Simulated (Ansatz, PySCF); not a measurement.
Species: BeH (charge 0, doublet). 
Structure (B3LYP-D3(BJ)/def2-TZVP (Ansatz, a program for electronic structure) minimum search):
```xyz
2

Be     0.0000     0.0000    -0.2695
H      0.0000     0.0000     1.0779
```
Charge 0, spin multiplicity 2.
Unstable Hartree-Fock reference: Be atom.

Quantity: enthalpy of formation at 298 K (from the atomisation energy, B3LYP-D3(BJ)/def2-TZVP harmonic zero-point and thermal terms from PySCF, and the atoms' enthalpies of formation in the G2/97 table; no spin-orbit terms, and no core term in the frozen-core levels), in kcal/mol. Valence correlation only, unless marked. Open shells are spin-unrestricted. No spin-orbit coupling. Non-relativistic. CBS(X,Y): correlation extrapolated as X^-3; Hartree-Fock from the larger set. [CCSD(T)-MP2]/basis is that difference in the basis named.

Measured: 81.7 kcal/mol (G2/97 table in ASE (Curtiss et al.)); it holds spin-orbit and relativistic effects, which these rows lack, and core correlation, which the frozen-core levels lack. This is an older compilation, not checked against later work.

```tsv
level	program	enthalpy of formation at 298 K (kcal/mol)	error against measurement
HF/6-31G	Ansatz	82.7	1.0
HF/def2-TZVPP	Ansatz	82.1	0.4
HF/def2-TZVPPD	Ansatz	82.0	0.3
PBE/def2-TZVPD	Ansatz	76.8	-4.9
PBE-D3(BJ)/def2-TZVPD	Ansatz + dftd3	76.6	-5.1
PBE-D4/def2-TZVPD	Ansatz + dftd4	76.5	-5.2
r2SCAN-D3(BJ)/def2-TZVPD	Ansatz + dftd3	72.3	-9.4
B3LYP-D4/def2-TZVPD	Ansatz + dftd4	74.1	-7.6
PBE0-D3(BJ)/def2-TZVPD	Ansatz + dftd3	76.3	-5.4
r2SCANh/def2-TZVPD	Ansatz	72.5	-9.2
LC-wPBE-D4/def2-TZVPD	Ansatz + dftd4	74.8	-6.9
B2GP-PLYP/def2-TZVPD	Ansatz	77.7	-4.0
MP2/6-31G	Ansatz	87.4	5.7
MP2/def2-SVP	Ansatz	79.9	-1.8
MP2/def2-QZVPPD	Ansatz	77.3	-4.4
RI-MP2/def2-TZVPP	Ansatz	78.9	-2.8
SCS-MP2/def2-QZVPP	Ansatz	77.4	-4.3
CCSD(T)/def2-SVPD	Ansatz	85.5	3.8
CCSD(T)/def2-QZVPPD	Ansatz	82.0	0.3
RI-MP2/CBS(def2-TZVPP,def2-QZVPP)+[CCSD(T)-MP2]/def2-TZVPP	Ansatz	82.1	0.4
CCSD(T)/CBS(def2-TZVPPD,def2-QZVPPD)	Ansatz	81.1	-0.6
```
